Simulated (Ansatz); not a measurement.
# Volume per atom of some elemental solids other than molecular ones

Method: rVV10 (plane waves, PAW; Ansatz, a first-principles code). References are measured values corrected to a static lattice or taken at low temperature (these still hold zero-point motion). The table is a random draw of 10 from 14 solids with such references.

Values in Å³/atom.

| solid | reference | rVV10 | error (%) |
|---|---|---|---|
| hcp Sc | 24.77† | 24.38 | -1.6 |
| hcp Tl | 27.99† | 31.32 | +11.9 |
| hcp Ti | 17.50† | 17.43 | -0.4 |
| hcp Hf | 22.30† | 22.64 | +1.5 |
| hcp Re | 14.62† | 15.29 | +4.6 |
| hcp Co | 10.96† | 11.02 | +0.5 |
| hcp Y | 32.95† | 32.67 | -0.8 |
| hcp Mg | 22.65† | 22.54 | -0.5 |
| hcp Zn | 14.86† | 15.65 | +5.3 |
| hcp Ru | 13.45† | 14.14 | +5.1 |

Over these 10 solids the mean error is +2.6 %, the mean absolute error 3.2 % (median 1.5 %), and the worst case hcp Tl at +11.9 % (its reference is marked and can be at fault); the value is above the reference in 6 of 10 cases. Over all 14 the mean error is +3.8 % and the mean absolute error 4.2 % (median 3.4 %).

All these references are brought to a static lattice.

Spin–orbit coupling is left out, also for the solids with elements from indium on (hcp Tl, hcp Hf, hcp Re); its size isn't shown.

† marks references with one source in our tables, § those from which another value on file, of any temperature, differs by over 15 %.

Differences are worked out from the printed values.

Ansatz's density-functional and Hartree–Fock values are scalar-relativistic unless marked +SOC, with PAW data made under PBE.

Ansatz's runs of these crystals have no spin polarisation, but for hcp Co.

Density-functional runs with spin start from parallel moments for hcp Co.

Not in this set, of the elemental solids other than molecular ones with a reference value in our tables and a result at some level: 2 for a published cell of unstated conditions (α-phase B, β-phase O2); 2 for a cell known from the COD alone (C (R-3m, No. 166, 4 atoms in the cell; start COD 1000065), C (R-3m, No. 166, 8 atoms in the cell; start COD 1541795)); 1 for a reference at room or unstated temperature (hcp Lu). These can be a level's worst cases. Values held back for tests aren't counted. Layered and molecular crystals are counted apart. The metals Ce to Yb are counted apart.

References as tabulated in Lejaeghere et al. (2013), arXiv:1204.2733.
